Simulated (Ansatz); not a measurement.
The same path of BH3O + H2S (8 atoms, charge 0, multiplicity 1) was run twice with different band settings. Lost on the way: S6–H8. Made: B1–S6, O2–H8.

Level of theory: RKS PBE0/def2-mTZVP (Ansatz).

Relaxed end points:

```xyz
8
Properties=species:S:1:pos:R:3
B -0.019 -0.271 0.227
O -0.436 -0.946 1.327
H -1.388 -1.089 1.338
H 1.159 -0.098 0.123
H -0.790 0.028 -0.641
S -0.130 2.566 1.364
H 1.077 2.849 0.827
H 0.419 1.990 2.456
```

```xyz
8
Properties=species:S:1:pos:R:3
B 0.065 0.489 0.227
O -0.213 -0.234 1.758
H -0.996 -0.800 1.695
H 1.134 0.062 -0.088
H -0.891 0.135 -0.409
S -0.017 2.325 0.597
H 1.278 2.518 0.939
H -0.467 0.533 2.302
```

Common settings: climbing image yes; spring 5.0 eV/Å²; optimiser quadratic models (default); start path through a guess of the saddle point; force threshold 0.05 eV/Å; iteration limit 60; end points relaxed.

| run | movable images |
| --- | --- |
| 1 | 5 |
| 2 | 1 |

Question: What does each run give, and how far can it be trusted?

Answer: Run 1: converged after 16 iterations, highest image 0.795 eV above the first end. A vibrational analysis at the climbing image gives one clearly imaginary mode, 1209i cm⁻¹: a first-order saddle point.
Run 2: converged after 25 iterations, highest image 0.795 eV above the first end. Another band between the same ends (5 images) ends at a top of the same energy, where a vibrational analysis finds 1 clearly imaginary mode. So few images can step over the top or miss a turn of the path.
The orbitals stay closed-shell, which can raise the energy where a bond breaks towards radicals; this wasn't checked here.
